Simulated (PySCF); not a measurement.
H2S. Atoms are numbered in the order given.

```xyz
3

S      0.0000     0.0000     0.1033
H      0.0000    -0.9673    -0.8265
H      0.0000     0.9673    -0.8265
```

Geometry: PBE0-D3(BJ)/def2-TZVPD.

Level of theory: r2SCAN/def2-TZVPD run with PySCF.

Symmetry labels are those of the subgroup C2v that the program uses (full group C2v).

Computed valence orbital energies around the gap with their symmetry:
```tsv
orbital	symmetry	energy (eV)
HOMO−7	A1	-213.81
HOMO−6	B2	-157.91
HOMO−5	A1	-157.82
HOMO−4	B1	-157.65
HOMO−3	A1	-19.30
HOMO−2	B2	-11.47
HOMO−1	A1	-9.40
HOMO	B1	-6.55
LUMO	B2	-0.20
LUMO+1	A1	0.09
LUMO+2	B2	1.43
LUMO+3	A1	1.64
```
